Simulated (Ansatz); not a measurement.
Cubic perovskite BaTiO3 (cubic high-temperature phase), treated with RPBE (plane waves, PAW; Ansatz, a first-principles code).

Run with plane-wave cutoff 520 eV, 8×8×8 k mesh, Fermi–Dirac smearing 0.01 eV, no spin polarisation, scalar-relativistic PAW data made under PBE.

Response to compression and expansion:

| V (Å³/atom) | P (GPa) | direct gap at Γ (eV) | smallest gap on the k mesh (eV) |
|---|---|---|---|
| 12.539 | 10.58 | 1.978 | 1.895 |
| 12.805 | 6.66 | 1.955 | 1.849 |
| 13.072 | 3.14 | 1.931 | 1.804 |
| 13.339 | 0.00 | 1.905 | 1.760 |
| 13.606 | -2.81 | 1.878 | 1.716 |
| 13.872 | -5.33 | 1.850 | 1.674 |
| 14.139 | -7.58 | 1.822 | 1.632 |

The fundamental gap (1.76 eV at the equilibrium volume, with added k points) lies elsewhere than Γ–Γ.

Measured, for comparison: band gap 3.2 eV (temperature not stated, no zero-point or thermal correction; as tabulated in Matsushita et al. (2011), arXiv:1104.2769).

Note: the relaxation could not lower the start's symmetry, so the cell can be a saddle point above a distorted one.

Spin–orbit coupling is not included.
